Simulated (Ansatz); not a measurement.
# CH (doublet): the correlation ladder, def2-QZVPP

One table from this session's results is given with a row withheld; the runs are named, their logs left out.

Method: def2-QZVPP, core rule «outside noble gas», up to 1 orbitals frozen; program: Ansatz 0.2.0, Gaussian basis.

To be run: UHF; ROHF; CCSD(T) on UHF.

## The geometry

The geometry is a PBE0/def2-TZVP stationary point (not a proven minimum) of the parent state, kept for this charge and spin.

2 atoms, charge 0, spin multiplicity 2.

Atoms are counted from 1 here; the program's logs count them from 0.

Bond lengths: C1–H2 1.089 Å.

Set-up of the first run:

File in.yaml:

```yaml
crystal:
  periodic: [false, false, false]
  atoms:
    - {symbol: C, position_ang: [0.000000, 0.000000, 0.000000]}
    - {symbol: H, position_ang: [0.000000, 0.000000, 1.089400]}
basis:
  gaussian: {orbitals: "def2-QZVPP.json"}
magnetization: {spin_polarized: true, initial_magnetization: 1}
hamiltonian: {xc: hf}
output: {orbitals: {seedname: orbitals}}
```

Run with:

```bash
$ ansatz run in.yaml --threads 1 --pin off --events-out ev --progress --plain --max-ram 2393MiB
```

Among the steps run: UHF; ROHF; CCSD(T) on UHF.

One table of the session follows, with a row left open; its other results are not shown here.

| method | from UCCSD(T) (meV) |
| --- | --- |
| ROHF | +3764.6 |
| UHF | +3542.1 |
| UMP2 | ? |
| UCCSD | +103.0 |
| UCCSD(T) | 0 |

**Question.** Estimate the row for UMP2.

As computed: from UCCSD(T) (meV): +847.0. In the column «from UCCSD(T) (meV)» it lies between UCCSD (+103.0) and UHF (+3542.1).
